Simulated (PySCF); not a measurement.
Name the molecule from its bond curve

A diatomic of charge +1 contains F. Its triplet curve at B3LYP in a double-zeta basis (spin-free X2C with a Gaussian nucleus, PySCF), in eV from the separated fragments:

```json
{"R (Å)": "1.334", "E (eV)": "-1.909"}
{"R (Å)": "1.396", "E (eV)": "-2.780"}
{"R (Å)": "1.458", "E (eV)": "-3.269"}
{"R (Å)": "1.504", "E (eV)": "-3.453"}
{"R (Å)": "1.551", "E (eV)": "-3.517"}
{"R (Å)": "1.597", "E (eV)": "-3.489"}
{"R (Å)": "1.660", "E (eV)": "-3.346"}
{"R (Å)": "1.737", "E (eV)": "-3.050"}
{"R (Å)": "1.830", "E (eV)": "-2.593"}
{"R (Å)": "1.954", "E (eV)": "-1.913"}
```

The fit gives ωe = 961 cm⁻¹ and the rotational constant Bₑ = 0.5824 cm⁻¹.

Task: Which atom is the partner?

Result: The minimum lies at 1.558 Å, so the reduced mass is 16.8576 u Å² cm⁻¹/(Bₑ·Re²) = 11.92 u. With F at 19.00 u the partner weighs about 32.0 u: S. The molecule is SF⁺.

The state was picked by a PBE0 search and need not be the measured ground state.
